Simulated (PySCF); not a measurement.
Ligands exchanged one at a time, Al F-I. Isolated molecules, 0 K electronic values unless said otherwise. Strings in code marks are SMILES.

Calculation: B3LYP-D3(BJ)/def2-TZVP in PySCF 2.14.0. B3LYP has the VWN-RPA correlation part, as in Gaussian. Excitations are Tamm–Dancoff values on a coarser integration grid. The basis has no diffuse functions, so Rydberg states are missing or too high.

| species | LUMO (eV) | HOMO (eV) | dipole moment (D) | T1 excitation (TDA) (eV) |
|---|---|---|---|---|
| 0 of 3 F replaced by I (`[F][Al]([F])[F]`) | -1.92 | -11.41 | … | 7.89 |
| 1 of 3 F replaced by I | -1.92 | -8.12 | … | 4.86 |
| 2 of 3 F replaced by I (`[F][Al]([I])[I]`) | -2.03 | -7.75 | … | 4.48 |
| 3 of 3 F replaced by I (`[I][Al]([I])[I]`) | -2.21 | -7.47 | 0.00 | … |

Q: Complete the blanks.

A: 
- 0 of 3 F replaced by I (`[F][Al]([F])[F]`), dipole moment (D): 0.00
- 1 of 3 F replaced by I, dipole moment (D): 1.14
- 2 of 3 F replaced by I (`[F][Al]([I])[I]`), dipole moment (D): 0.99
- 3 of 3 F replaced by I (`[I][Al]([I])[I]`), T1 excitation (TDA) (eV): 4.11
